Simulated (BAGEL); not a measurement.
**C3H3FO (SMILES FC1=CCO1) at RI-MP2/def2-SVP (density fitting with qzvpp-jkfit)**

Aim: the energy change on altering one bond length of C3H3FO at RI-MP2/def2-SVP (density fitting with qzvpp-jkfit), from 2 runs. 

The calculation is run with BAGEL 1.2.2.

## 1. The system as given

C3H3FO: 8 atoms, total charge 0, spin state singlet. SMILES: `FC1=CCO1`. The shape is that of a GFN2-xTB optimisation.

Bond lengths: F1–C2 1.317 Å, C2–C3 1.330 Å, C3–C4 1.509 Å, C2–O5 1.363 Å, C4–O5 1.452 Å, C3–H6 1.065 Å, C4–H7 1.088 Å, C4–H8 1.088 Å. Some angles: F1–C2–C3 138.4°, F1–C2–O5 122.1°, C3–C2–O5 99.6°, C2–C3–C4 85.7°, C3–C4–O5 88.0°, C2–O5–C4 86.8°, C2–C3–H6 138.5°, C4–C3–H6 135.9°, C3–C4–H7 116.9°, C3–C4–H8 116.9°.

## 2. The energy at RI-MP2/def2-SVP (density fitting with qzvpp-jkfit)

File mp2.json:

```json
{ "bagel": [

{
  "title": "molecule",
  "basis": "svp",
  "df_basis": "qzvpp-jkfit",
  "angstrom": true,
  "geometry": [
    { "atom": "F", "xyz": [    0.186790,    2.109930,    1.066270 ] },
    { "atom": "C", "xyz": [    0.072480,    0.950080,    0.452740 ] },
    { "atom": "C", "xyz": [    0.326160,   -0.332520,    0.696100 ] },
    { "atom": "C", "xyz": [   -0.214160,   -0.584700,   -0.690040 ] },
    { "atom": "O", "xyz": [   -0.433550,    0.845360,   -0.808320 ] },
    { "atom": "H", "xyz": [    0.721600,   -0.931400,    1.482800 ] },
    { "atom": "H", "xyz": [    0.495560,   -0.929750,   -1.439100 ] },
    { "atom": "H", "xyz": [   -1.154890,   -1.127000,   -0.760450 ] }
  ]
},
{
  "title": "hf",
  "charge": 0
},
{
  "title": "mp2",
  "charge": 0,
  "ncore": 5
}

]}
```

On the command line:

```sh
$ BAGEL_NUM_THREADS=1 BAGEL mp2.json > mp2.out
```

The log of the run:

```text
* using 1 threads per process

  ===============================================================
  ===============================================================

  *** Geometry ***

  { "atom" : "F", "xyz" : [      0.352982,      3.987190,      2.014958 ] },
  { "atom" : "C", "xyz" : [      0.136967,      1.795391,      0.855555 ] },
  { "atom" : "C", "xyz" : [      0.616353,     -0.628372,      1.315438 ] },
  { "atom" : "C", "xyz" : [     -0.404704,     -1.104923,     -1.303987 ] },
  { "atom" : "O", "xyz" : [     -0.819291,      1.597499,     -1.527503 ] },
  { "atom" : "H", "xyz" : [      1.363626,     -1.760091,      2.802086 ] },
  { "atom" : "H", "xyz" : [      0.936473,     -1.756973,     -2.719505 ] },
  { "atom" : "H", "xyz" : [     -2.182426,     -2.129721,     -1.437042 ] },

  Number of auxiliary basis functions:      433

  Since a DF basis is specified, we compute 2- and 3-index integrals:
    o Being stored without compression. Storage requirement is 0.025 GB

  Number of basis functions:       85
  Number of electrons      :       38

    * METHOD: MOLECULE                             0.30

  *** RHF ***

  === Nuclear Repulsion ===
   170.3464231699

      * DIIS with orbital gradients will be used.

  === RHF iteration (svp) ===
      0       -289.17380936          0.01646999           0.07
      1       -289.29730262          0.00926622           0.07
      2       -289.33551831          0.00163603           0.07
      3       -289.33728675          0.00049503           0.07
      4       -289.33744665          0.00015126           0.07
      5       -289.33746744          0.00005397           0.07
      6       -289.33747188          0.00003609           0.07
      7       -289.33747339          0.00000919           0.07
      8       -289.33747350          0.00000430           0.07
      9       -289.33747352          0.00000171           0.07
     10       -289.33747352          0.00000077           0.07
     11       -289.33747353          0.00000024           0.07
     12       -289.33747353          0.00000007           0.07
     13       -289.33747353          0.00000003           0.07
     14       -289.33747353          0.00000001           0.07
    * SCF iteration converged.

    * Permanent dipole moment:
           (   -0.137628,     0.947560,    -0.059822) a.u.

    * METHOD: HF                                   1.26

  *** RHF ***

  === Nuclear Repulsion ===
   170.3464231699

      * DIIS with orbital gradients will be used.

  === RHF iteration (svp) ===
      0       -289.33747353          0.00000000           0.07
    * SCF iteration converged.

    * Permanent dipole moment:
           (   -0.137628,     0.947560,    -0.059822) a.u.

  === DF-MP2 calculation ===

    * freezing 5 orbitals
    * 3-index integral transformation done
    * assembly done

      MP2 correlation energy:   -0.7567225060      0.06

      MP2 total energy:       -290.0941960315

    * METHOD: MP2                                  0.23

  ===============================================================
```

Wall time 2 s (1 thread of Arm Neoverse N1, shared host); peak memory 0.11 GiB.

## 3. The distorted shape, same level

File mp2.json:

```json
{ "bagel" : [

{
  "title" : "molecule",
  "basis" : "svp",
  "df_basis" : "qzvpp-jkfit",
  "angstrom" : true,
  "geometry" : [
    { "atom" : "F", "xyz" : [   -0.168086,    2.282463,    1.440817 ] },
    { "atom" : "C", "xyz" : [   -0.282396,    1.122613,    0.827287 ] },
    { "atom" : "C", "xyz" : [   -0.028716,   -0.159987,    1.070647 ] },
    { "atom" : "C", "xyz" : [   -0.569036,   -0.412167,   -0.315493 ] },
    { "atom" : "O", "xyz" : [   -0.788426,    1.017893,   -0.433773 ] },
    { "atom" : "H", "xyz" : [    0.366724,   -0.758867,    1.857347 ] },
    { "atom" : "H", "xyz" : [    0.495560,   -0.929750,   -1.439100 ] },
    { "atom" : "H", "xyz" : [   -1.509766,   -0.954467,   -0.385903 ] }
  ]
},
{
  "title" : "hf"
},
{
  "title" : "mp2",
  "ncore" : 5
}

]}
```

On the command line:

```sh
$ BAGEL_NUM_THREADS=1 BAGEL mp2.json > mp2.out
```

The log of the run:

```text
* using 1 threads per process

  ===============================================================
  ===============================================================

  *** Geometry ***

  { "atom" : "F", "xyz" : [     -0.317637,      4.313230,      2.722750 ] },
  { "atom" : "C", "xyz" : [     -0.533651,      2.121431,      1.563346 ] },
  { "atom" : "C", "xyz" : [     -0.054265,     -0.302332,      2.023230 ] },
  { "atom" : "C", "xyz" : [     -1.075322,     -0.778883,     -0.596195 ] },
  { "atom" : "O", "xyz" : [     -1.489909,      1.923539,     -0.819712 ] },
  { "atom" : "H", "xyz" : [      0.693008,     -1.434051,      3.509877 ] },
  { "atom" : "H", "xyz" : [      0.936473,     -1.756973,     -2.719505 ] },
  { "atom" : "H", "xyz" : [     -2.853044,     -1.803681,     -0.729251 ] },

  Number of auxiliary basis functions:      433

  Since a DF basis is specified, we compute 2- and 3-index integrals:
    o Being stored without compression. Storage requirement is 0.025 GB

  Number of basis functions:       85
  Number of electrons      :       38

    * METHOD: MOLECULE                             0.30

  *** RHF ***

  === Nuclear Repulsion ===
   168.4178098284

      * DIIS with orbital gradients will be used.

  === RHF iteration (svp) ===
      0       -289.07995844          0.01656330           0.07
      1       -289.20950983          0.00939372           0.07
      2       -289.24995977          0.00171450           0.07
      3       -289.25207858          0.00055856           0.07
      4       -289.25229629          0.00016849           0.07
      5       -289.25232403          0.00006060           0.07
      6       -289.25232931          0.00003882           0.07
      7       -289.25233114          0.00001020           0.07
      8       -289.25233129          0.00000493           0.07
      9       -289.25233132          0.00000203           0.07
     10       -289.25233132          0.00000089           0.07
     11       -289.25233132          0.00000028           0.07
     12       -289.25233132          0.00000008           0.07
     13       -289.25233132          0.00000003           0.07
     14       -289.25233132          0.00000001           0.07
    * SCF iteration converged.

    * Permanent dipole moment:
           (   -0.018353,     0.804982,    -0.272602) a.u.

    * METHOD: HF                                   1.27

  *** RHF ***

  === Nuclear Repulsion ===
   168.4178098284

      * DIIS with orbital gradients will be used.

  === RHF iteration (svp) ===
      0       -289.25233132          0.00000000           0.07
    * SCF iteration converged.

    * Permanent dipole moment:
           (   -0.018352,     0.804982,    -0.272602) a.u.

  === DF-MP2 calculation ===

    * freezing 5 orbitals
    * 3-index integral transformation done
    * assembly done

      MP2 correlation energy:   -0.7653746926      0.07

      MP2 total energy:       -290.0177060127

    * METHOD: MP2                                  0.23

  ===============================================================
```

It took 2 s on 1 thread of Arm Neoverse N1, shared host; peak memory 0.11 GiB.

## 4. Summary of results

Level: RI-MP2/def2-SVP (density fitting with qzvpp-jkfit), 5 core orbitals frozen.

| quantity | value |
| --- | --- |
| first shape: total energy | -290.09420 Eh |
| first shape: correlation energy (5 core orbitals frozen) | -756.7 mEh |
| distorted shape: total energy | -290.01771 Eh |
| distorted shape: correlation energy (5 core orbitals frozen) | -765.4 mEh |
| energy change with the C4–H7 bond stretched from 1.088 to 1.632 Å | 2.081 eV |

What this shows: One bond (distorted shape) is far stretched, which a spin-restricted single reference describes badly; perturbation theory on it can break down and give far too much correlation. With the C4–H7 bond stretched from 1.088 to 1.632 Å the energy rises by 2.08 eV (48 kcal/mol). The first shape isn't relaxed at this level, so the change isn't measured from a minimum. A restricted reference can't describe the breaking bond well at this length.
